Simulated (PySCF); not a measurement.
PySCF input (BP86/def2-SVP):

```python
from pyscf import gto, dft

mol = gto.M(
    atom='''
    C     0.05579033    1.15754012    0.28323632
    C     0.06380645   -1.16293543    0.25834942
    C     0.76494387    0.00613078   -0.32524909
    C    -0.67692040    0.00170417   -0.37693512
    H     0.02306974    1.28115780    1.36609250
    H     0.06246247    2.08444980   -0.27861575
    H     0.03202083   -1.30997191    1.33830284
    H     0.07684004   -2.07751359   -0.32325246
    H    -1.44011468    0.00724010   -1.13893632
    ''',
    basis='def2-svp',
    charge=0,
    spin=1,
    verbose=4,
)

mf = dft.UKS(mol, xc='bp86')
mf.grids.level = 3
mf.conv_tol = 1e-9
mf.max_cycle = 100
mf.max_memory = 1500
mf.kernel()
if not mf.converged:
    mf = mf.newton()
    mf.kernel(mf.make_rdm1())
mo, _, stable, _ = mf.stability(return_status=True)
if not stable:
    mf.kernel(mf.make_rdm1(mo, mf.mo_occ))
    stable = mf.stability(return_status=True)[2]
mf.dip_moment()
```

From the last part of the output:

```
XC functionals = bp86
    A. D. Becke,  Phys. Rev. A 38, 3098 (1988)
    J. P. Perdew,  Phys. Rev. B 33, 8822 (1986)
    J. P. Perdew,  Phys. Rev. B 34, 7406–7406 (1986)
radial grids:
    Treutler-Ahlrichs [JCP 102, 346 (1995); DOI:10.1063/1.469408] (M4) radial grids

becke partition: Becke, JCP 88, 2547 (1988); DOI:10.1063/1.454033
pruning grids: <function nwchem_prune>
grids dens level: 3
symmetrized grids: False
atomic radii adjust function: <function treutler_atomic_radii_adjust>
small_rho_cutoff = 0
Set gradient conv threshold to 3.16228e-05
tot grids = 105512
init E= -155.641434304125
  alpha nocc = 15  HOMO = -0.233240148680687  LUMO = -0.018835945218191
  beta  nocc = 14  HOMO = -0.300469613669184  LUMO = -0.233240148680687

WARN: HOMO -0.233240148680687 >= LUMO -0.233240148680687

cycle= 1 E= -155.116450025248  delta_E= 0.525  |g|= 0.224  |ddm|= 2.36
  alpha nocc = 15  HOMO = -0.145121697672326  LUMO = 0.0825374129563556
  beta  nocc = 14  HOMO = -0.168194883717621  LUMO = -0.0876210136122273
  HOMO = -0.145121697672  LUMO = -0.0876210136122  gap/eV = 1.56467
cycle= 2 E= -155.093239568273  delta_E= 0.0232  |g|= 0.314  |ddm|= 0.61
  alpha nocc = 15  HOMO = -0.1951932211183  LUMO = 0.0539134288866894
  beta  nocc = 14  HOMO = -0.221562007064825  LUMO = -0.133200190753424
  HOMO = -0.195193221118  LUMO = -0.133200190753  gap/eV = 1.68692
cycle= 3 E= -155.147878406067  delta_E= -0.0546  |g|= 0.0196  |ddm|= 0.354
  alpha nocc = 15  HOMO = -0.200204699144875  LUMO = 0.0524546740567402
  beta  nocc = 14  HOMO = -0.22376171936985  LUMO = -0.134159280721662
  HOMO = -0.200204699145  LUMO = -0.134159280722  gap/eV = 1.79719
cycle= 4 E= -155.14800296758  delta_E= -0.000125  |g|= 0.0118  |ddm|= 0.0583
  alpha nocc = 15  HOMO = -0.198691705055294  LUMO = 0.0525039695392593
  beta  nocc = 14  HOMO = -0.223020904697241  LUMO = -0.131054579945858
  HOMO = -0.198691705055  LUMO = -0.131054579946  gap/eV = 1.84050
cycle= 5 E= -155.148042282119  delta_E= -3.93e-05  |g|= 0.0097  |ddm|= 0.0274
  alpha nocc = 15  HOMO = -0.199557229259445  LUMO = 0.0526766846793651
  beta  nocc = 14  HOMO = -0.223093410928942  LUMO = -0.13140443981918
  HOMO = -0.199557229259  LUMO = -0.131404439819  gap/eV = 1.85453
cycle= 6 E= -155.148091013556  delta_E= -4.87e-05  |g|= 0.00152  |ddm|= 0.012
  alpha nocc = 15  HOMO = -0.19970586622324  LUMO = 0.0526749819586665
  beta  nocc = 14  HOMO = -0.223160789083633  LUMO = -0.13130413014067
  HOMO = -0.199705866223  LUMO = -0.131304130141  gap/eV = 1.86131
cycle= 7 E= -155.148092047352  delta_E= -1.03e-06  |g|= 0.000929  |ddm|= 0.00372
  alpha nocc = 15  HOMO = -0.199654465214057  LUMO = 0.0527330817174678
  beta  nocc = 14  HOMO = -0.22303904113989  LUMO = -0.131173001702629
  HOMO = -0.199654465214  LUMO = -0.131173001703  gap/eV = 1.86348
cycle= 8 E= -155.148092559121  delta_E= -5.12e-07  |g|= 0.000282  |ddm|= 0.00152
  alpha nocc = 15  HOMO = -0.199686011157796  LUMO = 0.0527140565211037
  beta  nocc = 14  HOMO = -0.223068387382649  LUMO = -0.131184058981879
  HOMO = -0.199686011158  LUMO = -0.131184058982  gap/eV = 1.86403
cycle= 9 E= -155.148092655327  delta_E= -9.62e-08  |g|= 6.04e-05  |ddm|= 0.000749
  alpha nocc = 15  HOMO = -0.199683190875362  LUMO = 0.0527128588623906
  beta  nocc = 14  HOMO = -0.22306934748111  LUMO = -0.131181683272174
  HOMO = -0.199683190875  LUMO = -0.131181683272  gap/eV = 1.86402
cycle= 10 E= -155.148092658844  delta_E= -3.52e-09  |g|= 1.45e-05  |ddm|= 0.000226
  alpha nocc = 15  HOMO = -0.199682166088508  LUMO = 0.0527136544372642
  beta  nocc = 14  HOMO = -0.223067186440619  LUMO = -0.131182165438204
  HOMO = -0.199682166089  LUMO = -0.131182165438  gap/eV = 1.86398
cycle= 11 E= -155.148092659084  delta_E= -2.4e-10  |g|= 3.74e-06  |ddm|= 5.18e-05
  alpha nocc = 15  HOMO = -0.199682379988435  LUMO = 0.0527130641797289
  beta  nocc = 14  HOMO = -0.223068099569591  LUMO = -0.131182635148079
  HOMO = -0.199682379988  LUMO = -0.131182635148  gap/eV = 1.86397
Extra cycle  E= -155.148092659085  delta_E= -1.25e-12  |g|= 4.34e-06  |ddm|= 1.23e-05
converged SCF energy = -155.148092659085  <S^2> = 0.75222186  2S+1 = 2.0022206
uhf_internal: lowest eigs of H = [0.40555756 0.44554573 0.45949036]
<class 'pyscf.dft.uks.UKS'> wavefunction is stable in the internal stability analysis
Dipole moment(X, Y, Z, Debye): -0.96282, -0.00301, -0.02806
```
